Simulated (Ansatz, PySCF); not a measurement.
System: methane, CH₄, net charge 0, singlet state. SMILES: C
Coordinates optimised at B3LYP-D3(BJ)/def2-TZVP (Ansatz, a program for electronic structure):
```xyz
5

C      0.0000     0.0000     0.0000
H      0.6205     0.6269     0.6390
H     -0.6429    -0.6249     0.6185
H      0.6369    -0.6328    -0.6166
H     -0.6146     0.6308    -0.6409
```

B3LYP/6-31G* beside other levels, property by property. Conventions: each state is the SCF solution reached for its charge and spin; valence correlation only; 6-31G* and kin with 6d, 5d where marked; spin-orbit terms left out; non-relativistic; dispersion terms only where a functional's name holds one; UHF or UKS for open shells; atomisation electronic, to ground-state atoms. CBS(X,Y): correlation extrapolated as X^-3; Hartree-Fock from the larger set. [CCSD(T)-MP2]/basis is that difference in the basis named. First-principles rows: single points at B3LYP-D3(BJ) geometries (Ansatz), with unscaled harmonic terms from B3LYP/6-31G* at its own minima, enthalpies of formation by atomisation with measured atoms. Anions need diffuse functions, which STO-3G, LANL2DZ, def2-SVP, cc-pVDZ and Pople sets without + lack. Levels can end on unlike triplets.

Measured values: Active Thermochemical Tables 1.112 (ions: stationary electron), as tabulated in the package chemicals; they hold spin-orbit and core effects, anharmonicity. Coupled cluster (Ansatz) is a level with limits of its own, used here on species with T1 under 0.025 (0.045 for open shells) and stable references: (a) RI-MP2/CBS(aug-cc-pVTZ,aug-cc-pVQZ)+[CCSD(T)-MP2]/aug-cc-pVTZ; (b) CCSD(T)/CBS(def2-TZVPPD,def2-QZVPPD).

```
property                                                                     B3LYP/6-31G* (Ansatz)  PBE/6-31G* (Ansatz)  M06-2X/6-31G* (5d) (PySCF)  wB97M-V/def2-TZVPD (Ansatz)            to compare with
---------------------------------------------------------------------------  ---------------------  -------------------  --------------------------  ---------------------------  -------------------------
vertical triplet-singlet gap, E(triplet) - E(singlet) (eV)                                   11.77                11.57                       12.13                        10.41  10.27 coupled cluster (a)
vertical ionisation energy to the doublet (eV)                                               14.14                13.93                       14.28                        14.17  14.42 coupled cluster (b)
enthalpy of formation at 298 K (kcal/mol)                                                    -18.1                -18.5                       -15.8                        -16.3             -17.8 measured
deprotonation enthalpy (C-H bond) at 298 K, to [CH3-] + H+ (kcal/mol)                        448.2                446.5                       444.8                        415.9             418.0 measured
atomisation energy (kcal/mol)                                                                421.0                421.5                       418.8                        419.2  419.5 coupled cluster (b)
C-H bond dissociation enthalpy at 298 K, to [CH3] (CH3) + H atom (kcal/mol)                  104.8                104.2                       105.7                        104.4             104.9 measured
```

As the rows show:
- vertical triplet-singlet gap, E(triplet) - E(singlet): B3LYP/6-31G* lies 1.50 eV above coupled cluster.
- vertical ionisation energy to the doublet: B3LYP/6-31G* lies 0.28 eV below coupled cluster.
- enthalpy of formation at 298 K: B3LYP/6-31G* lies 0.3 kcal/mol below the measured value.
- deprotonation enthalpy (C-H bond) at 298 K, to [CH3-] + H+: B3LYP/6-31G* lies 30.2 kcal/mol above the measured value.
- atomisation energy: B3LYP/6-31G* lies 1.5 kcal/mol above coupled cluster.
- C-H bond dissociation enthalpy at 298 K, to [CH3] (CH3) + H atom: B3LYP/6-31G* lies 0.1 kcal/mol below the measured value.

The properties are those with a value to compare with, at most eight drawn at random. No case is left out for the size of its miss. Left out are saddle points of the reference geometry, anions that the best level run finds unbound, excited spin states, species near biochemistry, cases with under five habitual levels, runs that failed or whose electronic state is in doubt, and table entries that another table contradicts.
